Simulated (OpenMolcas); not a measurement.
## CH5OSi (SMILES [CH2][SiH2]O): name the method

The species is CH5OSi (8 atoms), meant as a doublet with charge 0. SMILES: `[CH2][SiH2]O`. Geometry: relaxed at PBE0-D4/def2-TZVP. This is one conformer, not always the lowest.

```tsv
atom	x (Å)	y (Å)	z (Å)
C	-0.8615	0.5178	-0.7914
Si	0.6540	-0.0052	0.1111
O	0.3028	-0.7244	1.5544
H	-0.9708	0.4168	-1.8670
H	-1.7031	0.9915	-0.2933
H	1.4956	1.1611	0.4806
H	1.4310	-0.9123	-0.7798
H	-0.2558	-1.5023	1.5294
```

A calculation with OpenMolcas 26.06 gave:

The total energy is -405.6634 Eh and the dipole moment is 1.71 D. The HOMO energy is -6.84 eV and the LUMO energy is -2.98 eV. The ⟨S²⟩ is 0.753 and the largest force is 1.020 eV/Å.

Task: Which of these levels gave the numbers?
A. B3LYP/def2-SVPD
B. TPSS/def2-SVPD
C. PBE/def2-SVPD
D. HF/def2-SVPD

Result: A. The others give -405.6820 Eh (TPSS/def2-SVPD), -404.4065 Eh (HF/def2-SVPD), -405.3430 Eh (PBE/def2-SVPD).
